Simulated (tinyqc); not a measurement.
Inside a calculation. Method: MP2 on RHF in the sto-3g basis, for H2O, spin multiplicity 1. One step of it, computed by the program tinyqc.

Problem. Iteration 1: building the Fock matrix. J_ij = sum D_kl (ij|kl), K_ij = sum D_kl (ik|jl); F = H + J - 0.5 K; E = tr D H + tr D J / 2 - 0.25 tr D K + E_nn.

D at the start, order 1O 1s, 1O 2s, 1O 2px, 1O 2py, 1O 2pz, 2H 1s, 3H 1s:
```
[[2.133562, -0.597707, 0.000000, 0.000000, -0.050333, 0.081559, 0.081559],
 [-0.597707, 2.667949, 0.000000, 0.000000, 0.305798, -0.360234, -0.360234],
 [0.000000, 0.000000, 2.000000, 0.000000, 0.000000, 0.000000, 0.000000],
 [0.000000, 0.000000, 0.000000, 2.362312, 0.000000, -0.367491, 0.367491],
 [-0.050333, 0.305798, 0.000000, 0.000000, 2.165036, -0.230433, -0.230433],
 [0.081559, -0.360234, 0.000000, -0.367491, -0.230433, 0.122607, 0.008270],
 [0.081559, -0.360234, 0.000000, 0.367491, -0.230433, 0.008270, 0.122607]]
```

core Hamiltonian H = T + V (hartree), order 1O 1s, 1O 2s, 1O 2px, 1O 2py, 1O 2pz, 2H 1s, 3H 1s:
```
[[-32.682101, -7.603617, 0.000000, 0.000000, -0.017132, -1.608721, -1.608721],
 [-7.603617, -9.299316, 0.000000, 0.000000, -0.203935, -3.519616, -3.519616],
 [0.000000, 0.000000, -7.428581, 0.000000, 0.000000, 0.000000, 0.000000],
 [0.000000, 0.000000, 0.000000, -7.578117, 0.000000, -1.980367, 1.980367],
 [-0.017132, -0.203935, 0.000000, 0.000000, -7.509566, -1.519435, -1.519435],
 [-1.608721, -3.519616, 0.000000, -1.980367, -1.519435, -4.928930, -1.402575],
 [-1.608721, -3.519616, 0.000000, 1.980367, -1.519435, -1.402575, -4.928930]]
```

Two-electron integrals (ij|kl) in chemists' order, unique and non-zero (hartree):
```
(11|11) 4.785065    (21|11) 0.741380    (21|21) 0.136873    (22|11) 1.118947
(22|21) 0.256633    (22|22) 0.817206    (31|31) 0.024477    (32|31) 0.037809
(32|32) 0.180518    (33|11) 1.115814    (33|21) 0.256684    (33|22) 0.817023
(33|33) 0.880159    (41|41) 0.024477    (42|41) 0.037809    (42|42) 0.180518
(43|43) 0.047444    (44|11) 1.115814    (44|21) 0.256684    (44|22) 0.817023
(44|33) 0.785270    (44|44) 0.880159    (51|51) 0.024477    (52|51) 0.037809
(52|52) 0.180518    (53|53) 0.047444    (54|54) 0.047444    (55|11) 1.115814
(55|21) 0.256684    (55|22) 0.817023    (55|33) 0.785270    (55|44) 0.785270
(55|55) 0.880159    (61|11) 0.157972    (61|21) 0.028915    (61|22) 0.053852
(61|33) 0.053748    (61|41) 0.001074    (61|42) 0.002009    (61|44) 0.053954
(61|51) 0.000791    (61|52) 0.001478    (61|54) 0.000152    (61|55) 0.053860
(61|61) 0.006188    (62|11) 0.379948    (62|21) 0.088215    (62|22) 0.310501
(62|33) 0.305263    (62|41) 0.005328    (62|42) 0.040510    (62|44) 0.315267
(62|51) 0.003921    (62|52) 0.029812    (62|54) 0.007362    (62|55) 0.310681
(62|61) 0.018991    (62|62) 0.145422    (63|31) 0.009283    (63|32) 0.053848
(63|43) 0.008441    (63|53) 0.006212    (63|63) 0.020853    (64|11) 0.218868
(64|21) 0.051479    (64|22) 0.193498    (64|33) 0.184695    (64|41) 0.012011
(64|42) 0.077790    (64|44) 0.207617    (64|51) 0.002008    (64|52) 0.017620
(64|54) 0.010656    (64|55) 0.187966    (64|61) 0.011578    (64|62) 0.110076
(64|64) 0.103224    (65|11) 0.161069    (65|21) 0.037884    (65|22) 0.142399
(65|33) 0.135921    (65|41) 0.002008    (65|42) 0.017620    (65|44) 0.140365
(65|51) 0.010760    (65|52) 0.066814    (65|54) 0.011712    (65|55) 0.150752
(65|61) 0.008521    (65|62) 0.081007    (65|64) 0.060618    (65|65) 0.065463
(66|11) 0.515876    (66|21) 0.121723    (66|22) 0.490903    (66|33) 0.470991
(66|41) 0.009623    (66|42) 0.100475    (66|44) 0.509346    (66|51) 0.007082
(66|52) 0.073941    (66|54) 0.028226    (66|55) 0.491763    (66|61) 0.026447
(66|62) 0.287896    (66|64) 0.248834    (66|65) 0.183122    (66|66) 0.774606
(71|11) 0.157972    (71|21) 0.028915    (71|22) 0.053852    (71|33) 0.053748
(71|41) -0.001074   (71|42) -0.002009   (71|44) 0.053954    (71|51) 0.000791
(71|52) 0.001478    (71|54) -0.000152   (71|55) 0.053860    (71|61) 0.006088
(71|62) 0.018371    (71|64) 0.010227    (71|65) 0.008249    (71|66) 0.025281
(71|71) 0.006188    (72|11) 0.379948    (72|21) 0.088215    (72|22) 0.310501
(72|33) 0.305263    (72|41) -0.005328   (72|42) -0.040510   (72|44) 0.315267
(72|51) 0.003921    (72|52) 0.029812    (72|54) -0.007362   (72|55) 0.310681
(72|61) 0.018371    (72|62) 0.117427    (72|64) 0.061306    (72|65) 0.063568
(72|66) 0.190400    (72|71) 0.018991    (72|72) 0.145422    (73|31) 0.009283
(73|32) 0.053848    (73|43) -0.008441   (73|53) 0.006212    (73|63) 0.016263
(73|73) 0.020853    (74|11) -0.218868   (74|21) -0.051479   (74|22) -0.193498
(74|33) -0.184695   (74|41) 0.012011    (74|42) 0.077790    (74|44) -0.207617
(74|51) -0.002008   (74|52) -0.017620   (74|54) 0.010656    (74|55) -0.187966
(74|61) -0.010227   (74|62) -0.061306   (74|64) -0.016237   (74|65) -0.032446
(74|66) -0.088192   (74|71) -0.011578   (74|72) -0.110076   (74|74) 0.103224
(75|11) 0.161069    (75|21) 0.037884    (75|22) 0.142399    (75|33) 0.135921
(75|41) -0.002008   (75|42) -0.017620   (75|44) 0.140365    (75|51) 0.010760
(75|52) 0.066814    (75|54) -0.011712   (75|55) 0.150752    (75|61) 0.008249
(75|62) 0.063568    (75|64) 0.032446    (75|65) 0.050149    (75|66) 0.112832
(75|71) 0.008521    (75|72) 0.081007    (75|74) -0.060618   (75|75) 0.065463
(76|11) 0.140154    (76|21) 0.032822    (76|22) 0.124812    (76|33) 0.122007
(76|44) 0.124586    (76|51) 0.002320    (76|52) 0.020740    (76|55) 0.127708
(76|61) 0.006987    (76|62) 0.057395    (76|64) 0.037536    (76|65) 0.035943
(76|66) 0.116180    (76|71) 0.006987    (76|72) 0.057395    (76|74) -0.037536
(76|75) 0.035943    (76|76) 0.027569    (77|11) 0.515876    (77|21) 0.121723
(77|22) 0.490903    (77|33) 0.470991    (77|41) -0.009623   (77|42) -0.100475
(77|44) 0.509346    (77|51) 0.007082    (77|52) 0.073941    (77|54) -0.028226
(77|55) 0.491763    (77|61) 0.025281    (77|62) 0.190400    (77|64) 0.088192
(77|65) 0.112832    (77|66) 0.326449    (77|71) 0.026447    (77|72) 0.287896
(77|74) -0.248834   (77|75) 0.183122    (77|76) 0.116180    (77|77) 0.774606
```

nuclear repulsion = 8.86591475 hartree

Give: Coulomb J; exchange K; Fock matrix F; total energy of this density.

Solution.

Coulomb J (hartree), order 1O 1s, 1O 2s, 1O 2px, 1O 2py, 1O 2pz, 2H 1s, 3H 1s:
```
[[18.7543, 3.5804, 0.0000, 0.0000, 0.0042, 0.7563, 0.7563],
 [3.5804, 8.8707, 0.0000, 0.0000, -0.0049, 3.2631, 3.2631],
 [0.0000, 0.0000, 8.8675, 0.0000, 0.0000, 0.0000, 0.0000],
 [0.0000, 0.0000, 0.0000, 8.8592, 0.0000, 1.9904, -1.9904],
 [0.0042, -0.0049, 0.0000, 0.0000, 8.8621, 1.4616, 1.4616],
 [0.7563, 3.2631, 0.0000, 1.9904, 1.4616, 4.9359, 1.2803],
 [0.7563, 3.2631, 0.0000, -1.9904, 1.4616, 1.2803, 4.9359]]
```

exchange K (hartree), order 1O 1s, 1O 2s, 1O 2px, 1O 2py, 1O 2pz, 2H 1s, 3H 1s:
```
[[9.8571, 1.7241, 0.0000, 0.0000, 0.0016, 0.3826, 0.3826],
 [1.7241, 2.8758, 0.0000, 0.0000, 0.0016, 0.9255, 0.9255],
 [0.0000, 0.0000, 2.3764, 0.0000, 0.0000, 0.0000, 0.0000],
 [0.0000, 0.0000, 0.0000, 2.3673, 0.0000, 0.4205, -0.4205],
 [0.0016, 0.0016, 0.0000, 0.0000, 2.3691, 0.3081, 0.3081],
 [0.3826, 0.9255, 0.0000, 0.4205, 0.3081, 0.4551, 0.2719],
 [0.3826, 0.9255, 0.0000, -0.4205, 0.3081, 0.2719, 0.4551]]
```

Fock matrix F (hartree), order 1O 1s, 1O 2s, 1O 2px, 1O 2py, 1O 2pz, 2H 1s, 3H 1s:
```
[[-18.8564, -4.8852, 0.0000, 0.0000, -0.0137, -1.0437, -1.0437],
 [-4.8852, -1.8665, 0.0000, 0.0000, -0.2096, -0.7193, -0.7193],
 [0.0000, 0.0000, 0.2507, 0.0000, 0.0000, 0.0000, 0.0000],
 [0.0000, 0.0000, 0.0000, 0.0974, 0.0000, -0.2003, 0.2003],
 [-0.0137, -0.2096, 0.0000, 0.0000, 0.1680, -0.2118, -0.2118],
 [-1.0437, -0.7193, 0.0000, -0.2003, -0.2118, -0.2206, -0.2583],
 [-1.0437, -0.7193, 0.0000, 0.2003, -0.2118, -0.2583, -0.2206]]
```

total energy of this density = -73.253797 hartree
